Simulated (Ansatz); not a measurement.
Species, as SMILES: [SiH4] (SiH4).
Atoms: Si1, H2, H3, H4, H5. Bonds: Si1-H2, Si1-H3, Si1-H4, Si1-H5.

Basis-set convergence of the optimised Si1-H2 bond length at HF with Ansatz (a quantum-chemistry and plane-wave program). Cartesian d functions, on some or all atoms, in 6-31+G*, 6-311+G**; all else is spherical. The program fits the integrals of some runs and decomposes those of others, by size. No added dispersion term, no relativity. Reference: the value in def2-QZVPPD, 1.4743 Å. Deviations are taken from unrounded values.

| basis | functions | optimised Si1-H2 bond length (Å) | minus reference (Å) |
|---|---|---|---|
| def2-SV(P) | 26 | 1.4840 | 0.0098 |
| 6-31+G* | 31 | 1.4745 | 0.0003 |
| def2-SVP | 38 | 1.4813 | 0.0071 |
| 6-311+G** | 55 | 1.4771 | 0.0028 |
| def2-TZVP | 61 | 1.4753 | 0.0010 |
| aug-cc-pV(D+d)Z | 68 | 1.4806 | 0.0063 |
| 6-311++G(2d,2p) | 75 | 1.4741 | -0.0002 |
| def2-TZVPP | 98 | 1.4750 | 0.0008 |
| jun-cc-pV(T+d)Z | 104 | 1.4753 | 0.0010 |
| 6-311++G(3df,3pd) | 119 | 1.4743 | 0.0001 |
| aug-cc-pV(T+d)Z | 147 | 1.4752 | 0.0009 |
| def2-QZVPP | 190 | 1.4743 | 0.0000 |

The smallest set listed that lies within 0.005 Å of the reference with all its larger relatives (same family, alike in diffuse functions; a set with none counts only in the reference's own line) is 6-31+G* (31 functions, 0.0003 Å off).
